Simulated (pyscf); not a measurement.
Cl–SiH₂–Cl + H₂ -> Cl–SiH₂–Cl + H₂ (four-centre exchange; singlet surface; H–Si, H–H broken, H–Si, H–H formed). Single points on ωB97X-D3(BJ)/def2-SVP structures (PySCF, gas phase). Energies in kcal/mol from the separated reactants.

```
level                      barrier  reaction energy
----------------------  ----------  ---------------
ωB97X-D3(BJ)/def2-TZVP        65.8              0.0
PBE/def2-TZVP           (withheld)              0.0
r²SCAN/def2-TZVP        (withheld)              0.0
PBE0-D3(BJ)/def2-TZVP         60.0              0.0
ωB97M-D3(BJ)/def2-TZVP        65.0              0.0
HF/def2-TZVP                  82.8              0.0
```

Problem. Complete the blanks.

Solution. 
- PBE/def2-TZVP, barrier: 57.3
- r²SCAN/def2-TZVP, barrier: 60.1

The functionals in the table span 8.5 kcal/mol in this barrier, from PBE to ωB97X-D3(BJ)/def2-TZVP. At the saddle there is also a short H–Si contact that neither side keeps. The same reactants have a lower exit, to H₃Si–Cl + HCl (barrier +51.3 kcal/mol at ωB97M-D3(BJ)/def2-TZVP, against +65.0 kcal/mol here). One saddle was located; it need not be the lowest between these sides.
